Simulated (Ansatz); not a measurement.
C3H7NS can be A, `N/C=C/CS`, or B, `CCNC=S`.

Calculated with Ansatz (gas phase, PBE0-D4/def2-TZVP geometries, no zero-point term in ΔE). CCSD(T)/CBS is the MP2 limit (def2-TZVPP, def2-QZVPP) plus CCSD(T) − MP2 in def2-TZVPP, frozen cores. Functionals use def2-TZVPP. Each species was taken in one conformer, which may not be the lowest.

A:

```xyz
12

N     0.9220   -1.9740   -1.0188
C     0.0547   -1.0465   -0.4846
C     0.3812    0.0131    0.2594
C    -0.6144    1.0225    0.6958
S    -0.3554    2.5780   -0.2392
H     1.8532   -1.9839   -0.6351
H     0.5490   -2.8957   -1.1683
H    -0.9842   -1.2021   -0.7652
H     1.4197    0.1898    0.5293
H    -0.5058    1.2548    1.7572
H    -1.6299    0.6633    0.5193
H    -1.0900    3.3809    0.5501
```

B:

Z-matrix (Å, degrees):
```
C
C 1 1.518
H 1 1.093 2 111.1
H 1 1.092 2 110.9 3 120.2
H 1 1.092 2 110.4 3 -119.5
N 2 1.445 1 112.7 3 -59.6
H 2 1.092 1 110.6 3 -179.6
H 2 1.095 1 110.3 3 62.5
C 6 1.331 2 125.4 1 -110.8
H 6 1.011 2 118.6 1 65.6
S 9 1.636 6 126.2 2 177.7
H 9 1.093 6 112.6 2 -2.5
```

Problem. Which is lower in electronic energy at CCSD(T)/CBS, and by how much? (An estimate is asked.)

Solution. Computed: B, by 10.7 kcal/mol.

Problem. Give E(B) − E(A) in kcal/mol with PBE0-D4, CCSD(T)/def2-TZVPP, CCSD/def2-TZVPP, PBE-D4, r2SCAN-D4, B2PLYP, ωB97M-V. (An estimate is asked.)

Solution. Computed: PBE0-D4 -11.8, CCSD(T)/def2-TZVPP -11.3, CCSD/def2-TZVPP -10.5, PBE-D4 -12.5, r2SCAN-D4 -12.9, B2PLYP -12.5, ωB97M-V -10.9. None reverses the order clearly.

Largest T1 diagnostic: 0.015.
